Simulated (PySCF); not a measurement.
BH₃S₂, singlet: at the end structure of a reaction step.

run.py

```python
import json, numpy as np
from pyscf import gto, scf, dft, mp, cc
EV, BOHR = 27.211386245988, 0.529177210903
mol = gto.M(atom="""
B -1.088449 0.436637 -1.061286
S 1.025463 -1.201978 1.055585
S -0.533393 1.939565 -1.012441
H 1.707583 -0.296758 0.337580
H -1.536009 -0.646095 -1.135440
H 0.477602 -0.248114 1.823878
""", basis="def2-qzvpp", charge=0, spin=0, max_memory=8670, verbose=0)
def mean_field(mol, dm=None):
    mf = scf.RHF(mol).density_fit()
    mf.conv_tol = 1e-9
    mf.kernel(dm0=dm)
    if not mf.converged: mf = mf.newton().run(mf.mo_coeff, mf.mo_occ)
    assert mf.converged
    return mf
def d4(mol):
    return 0.0, np.zeros((6, 3))
def energy_and_gradient(mol, dm=None):
    mf = mean_field(mol, dm); e, g = d4(mol)
    return mf, (mf.e_tot + e) * EV, (mf.nuc_grad_method().kernel()[:6] + g) * EV / BOHR
out = {}
mf = mean_field(mol); frozen = 11
print(f"Hartree-Fock energy {mf.e_tot * EV:.6f} eV")
m2 = mp.MP2(mf, frozen=frozen or None).run()
out.update(reference=mf.e_tot * EV, same_spin=m2.e_corr_ss * EV, opposite_spin=m2.e_corr_os * EV, energy=m2.e_tot * EV, converged=True, frozen=frozen)
print(f"MP2 correlation {m2.e_corr * EV:.6f} eV")
out['s2'] = mf.spin_square()[0]; out['nelec'] = mol.nelec
print(f"Total energy {out['energy']:.6f} eV, <S^2> {out['s2']:.4f}")
json.dump(out, open("out.json", "w"), default=float)
```

Command:

```bash
OMP_NUM_THREADS=4 python run.py
```

It printed (PySCF 2.14):

```
Hartree-Fock energy -22355.799678 eV
MP2 correlation -13.428944 eV
Total energy -22369.228622 eV, <S^2> 0.0000
```

Hardware: 4 CPU threads of an Arm Neoverse V2, shared host. Wall time about 2.5 s.
